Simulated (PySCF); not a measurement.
PySCF single point, PBE/6-31G*, density fitting, C-PCM implicit water (electrostatics alone), on acetic acid, C2H4O2 (SMILES CC(=O)O), charge 0, multiplicity 1.

```python
from pyscf import gto, scf, dft
mol = gto.M(atom='''
C     -1.287843    -0.311916    -0.249357
C      0.150878     0.117751    -0.252564
O      0.547297     1.250708    -0.243571
O      0.982398    -0.933794    -0.250460
H     -1.599598    -0.460280     0.783256
H     -1.905607     0.463431    -0.692151
H     -1.397293    -1.250708    -0.783256
H      1.905607    -0.636997    -0.230677
''', basis='6-31G*', charge=0, spin=0, verbose=3)
mf = dft.RKS(mol, xc='PBE')
mf = mf.density_fit()
mf = mf.PCM()
mf.with_solvent.method = 'C-PCM'
mf.with_solvent.eps = 78.4
mf.max_cycle = 100
e = mf.kernel()
print('converged', mf.converged)
print('E_total', e)
print('nao', mol.nao)
print('HOMO', mf.mo_energy[mf.mo_occ > 0].max())
mf.dip_moment()
```

It prints:

```

WARN: PCM is an experimental feature. It is still in testing.
Features and APIs may be changed in the future.

converged SCF energy = -228.824918698153
converged True
E_total -228.824918698153
nao 64
HOMO -0.22112602742076382
Dipole moment(X, Y, Z, Debye): -0.20008, -1.97012,  0.14136
```

The total energy is -6226.64 eV, -0.26 eV from the same level's vacuum run.
